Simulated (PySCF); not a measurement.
Gas-phase reaction: Si2O2 + 2 Cl → SiO2 + SiCl2, at 2500 K and a standard pressure of 1 bar. Level: PBE/def2-SVP.

Computed with PySCF and rigid-rotor harmonic-oscillator thermochemistry at 1 bar. Open shells (unrestricted): Cl (multiplicity 2, electronic degeneracy 6); the rest are closed-shell singlets. Spin-orbit splitting is ignored; it lowers the true energy and changes the entropy of Cl. Si2O2: computed as isolated molecules; such fragments, hydroxides, amides, oligomers or adducts are transient or little studied in the gas. The harmonic model lacks anharmonicity and excited electronic states, which grow with temperature; levels with a mode under 35 cm⁻¹ are left out.

```json
[
 {"species": "Si2O2", "E (Ha)": "-728.76786", "H(2500 K) − E (kJ/mol)": "209.2", "S°(2500 K) (J/mol/K)": "437.5"},
 {"species": "Cl", "E (Ha)": "-459.79715", "H(2500 K) − E (kJ/mol)": "52.0", "S°(2500 K) (J/mol/K)": "212.5"},
 {"species": "SiO2", "E (Ha)": "-439.43169", "H(2500 K) − E (kJ/mol)": "157.6", "S°(2500 K) (J/mol/K)": "352.0"},
 {"species": "SiCl2", "E (Ha)": "-1209.05191", "H(2500 K) − E (kJ/mol)": "145.8", "S°(2500 K) (J/mol/K)": "403.1"}
]
```
E: electronic energy; H − E holds the zero-point and thermal terms. 1 Ha = 2625.5 kJ/mol.

Problem. Work out ΔH°, ΔS°, ΔG° and log10 K from these numbers.

Solution. 1. ΔE = 1×(-439.43169) + 1×(-1209.05191) − 1×(-728.76786) − 2×(-459.79715) = -0.12144 Ha = -318.8 kJ.
2. Δ(H − E) = 1×(157.6) + 1×(145.8) − 1×(209.2) − 2×(52.0) = -9.8 kJ, so ΔH° = -328.6 kJ.
3. ΔS° = 1×(352.0) + 1×(403.1) − 1×(437.5) − 2×(212.5) = -107.4 J/K; the number of gas molecules changes by -1.
4. ΔG° = ΔH° − TΔS° = -328.6 − 2500×(-107.4)/1000 = -60.1 kJ.
5. log10 K = −ΔG°/(RT ln 10) = 1.26, with RT ln 10 = 47.86 kJ/mol; at standard pressures the products are favoured.
6. A shift of 10 kJ in ΔE would move log10 K by 0.21 here.
7. Lowering the total pressure from 1 bar to 0.01 bar multiplies the mole-fraction quotient K_x = K (p/p°)^(−Δn) by 10^-2, which pushes the balance towards the reactants.
For scale, ΔH°(298 K) is -317 kJ at this level, -262 kJ at ωB97M-V/def2-TZVP†, and runs from -586 to -32 kJ over the 20 levels computed († marks an energy on the PBE0/def2-TZVP geometry).
